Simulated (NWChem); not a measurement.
Spin states of Li

```xyz
1

Li     0.0000     0.0000     0.0000
```
Charge 0, spin multiplicity 2.

The numbers come from NWChem runs, not from measurements.

Basis set: def2-TZVP. The gap is E(quartet) − E(doublet), so a negative value puts the higher spin lower. Open shells are unrestricted. The quartet is the single determinant that the SCF runs reached, with unpaired electrons in orbitals of symmetry ag and ag and b1u (D2h labels); it need not be the lowest quartet, which in molecules with degenerate π orbitals can need several determinants. Where the lowest doublet needs several determinants, the single determinant used here isn't a pure state and places it wrongly.

B3LYP has NWChem's definition, with VWN1-RPA local correlation. The stability of the SCF solutions was not checked.

Task: One of these methods gave a vertical doublet-quartet gap of 1347.7 kcal/mol. Which?
(A) B3LYP
(B) BHandHLYP
(C) PBE0
(D) PBE

Result: B, BHandHLYP. The others give 1328.3 (PBE0), 1326.1 (PBE), 1345.6 (B3LYP).
